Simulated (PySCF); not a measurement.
Mapped SMILES: `[CH3:1]/[N:2]=[CH:3]/[CH:4]([F:5])[F:6]`. Each H is labelled by its parent atom.

PySCF 2.14 calculation with HF/pcSseg-2 with gauge-including orbitals, geometry: PBE0-D3(BJ)/def2-SVP and spin–spin couplings from B3LYP/pcJ-1 (spin–dipole term only in couplings to heteroatoms); fast rotation and ring inversion assumed for equivalent nuclei, a single conformation, no solvent model, relativity neglected.

References, each an isolated molecule treated in the same way: 1H (σ = 31.68 ppm) vs TMS.

The spectrum was simulated from the full spin Hamiltonian at 90 MHz with 1.0 Hz Lorentzian lines, from shifts rounded to 0.01 ppm and J to 0.1 Hz, couplings under 1 Hz left out.

Problem. List the maxima of its 1H spectrum with integrals.

Solution. 
Maxima in ppm (height), grouped by integral:
1H: 7.757 (3), 7.730 (9), 7.702 (17), 7.676 (19), 7.651 (16), 7.626 (20), 7.600 (18), 7.572 (10), 7.545 (3)
1H: 6.251 (16), 6.176 (14), 5.557 (32), 5.482 (30), 4.863 (16), 4.787 (15)
3H: 3.471 (50), 3.445 (54), 3.423 (100), 3.397 (99), 3.375 (55), 3.349 (49)

Problem. Summarise it as multiplets with assignments.

Solution. 1H NMR (90 MHz, computed): δ 7.65 (dtq, J = 6.8, 2.7, 2.3 Hz, 1H, H(C3)), 5.52 (td, J = 62.5, 6.8 Hz, 1H, H(C4)), 3.41 (td, J = 4.3, 2.3 Hz, 3H, H(C1)). These are first-order names; overlap and second-order distortion can hide them in the list.

Multiplet labels drop couplings under 1 Hz and merge nearly equal ones. Unscaled 3J(H,H) at this level run about 10 % above measured values. Couplings across =CH–CH2 type bonds come from one rotamer and its mirror image, and can be 1–2 Hz further off. Only one conformer was computed, so three-bond couplings in flexible chains and rings are approximate.
